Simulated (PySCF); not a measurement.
Gas-phase reaction: Si(NH₂)₄ + SiH₄ ⇌ 2 HSiNH₂ + 2 NH₃

Energies from PySCF (xtb for GFN2), thermal terms from the rigid-rotor harmonic-oscillator model, ideal gas at 1 bar. † marks an energy on the PBE0/def2-TZVP geometry and frequencies; other levels use their own. CCSD(T) freezes the core. All species are closed-shell singlets. Si(NH₂)₄, HSiNH₂: computed as isolated molecules; such fragments, hydroxides, amides, oligomers or adducts are transient or little studied in the gas. CCSD(T) isn't extrapolated to the basis-set limit. The harmonic model lacks anharmonicity and excited electronic states, which grow with temperature; levels with a mode under 35 cm⁻¹ are left out. Internal rotation in Si(NH₂)₄, HSiNH₂ is treated as a harmonic vibration of one conformer, which makes the entropy rough.

```tsv
level	ΔE electronic, kJ	ΔH°(298 K), kJ	ΔS°(298 K), J/K	ΔG°(2500 K), kJ
CCSD(T)/def2-SVP†	417	420	335	-317
GFN2-xTB	509	507	325	-211
PBE/def2-SVP	420	422	331	-301
PBE/def2-TZVP†	430	433	335	-305
PBE0/def2-TZVP	467	469	335	-268
LDA/def2-TZVP†	508	511	335	-227
ωB97M-V/def2-TZVP†	465	468	335	-270
```
ΔH° is lowest at CCSD(T)/def2-SVP† and highest at LDA/def2-TZVP†. No reference value is set beside these.
